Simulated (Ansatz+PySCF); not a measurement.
## doublet N₂(+): levels of theory in one basis

```xyz
2

N     0.0000    0.0000   -0.9709
N     0.0000    0.0000    0.9709
```

Basis set: STO-3G (spherical functions). Correlated methods keep 2 orbitals frozen. Correlation on ROHF uses semicanonical orbitals with singles. Charge 1, multiplicity 2.

Computed with Ansatz (development build ahead of 0.2.0); each method stands on the lowest determinant of its kind that the runs found.

```csv
method,E − E(ROHF) (eV),<S²> of the determinant
ROHF,0.00,0.75
UHF,-5.44,2.74
ROHF-MP2,-1.74,–
UHF-MP2,-5.91,2.74
UHF-CCSD,-6.53,2.74
UHF-CCSD(T),-6.59,2.74
full CI (lowest root of this spin),-6.63,–
```

At such a shape the full CI root can have another spatial symmetry than the determinants, so the rows needn't describe one state.

(1) Is a single determinant a sound starting point here?

Answers

(1) It is doubtful. Unrestricted orbitals lower Hartree–Fock by 5.44 eV and <S²> is 2.74 where a pure state has 0.75, a sign of strong static correlation.

Caution for ROHF, ROHF-MP2: an unrestricted determinant lies well below. Caution for ROHF, UHF, ROHF-MP2, UHF-MP2, UHF-CCSD, UHF-CCSD(T): the charge can sit on one fragment and break the point group; the determinant may break the point group. Caution for UHF, UHF-MP2, UHF-CCSD, UHF-CCSD(T): the unrestricted determinant is a mixture of spin states. Caution for ROHF-MP2: bonds are stretched, where a single reference can fail; the program doubts this total. Caution for ROHF-MP2, UHF-MP2: another reference gives a lower total. Caution for UHF-MP2, UHF-CCSD, UHF-CCSD(T): large amplitudes, a single reference is doubtful.
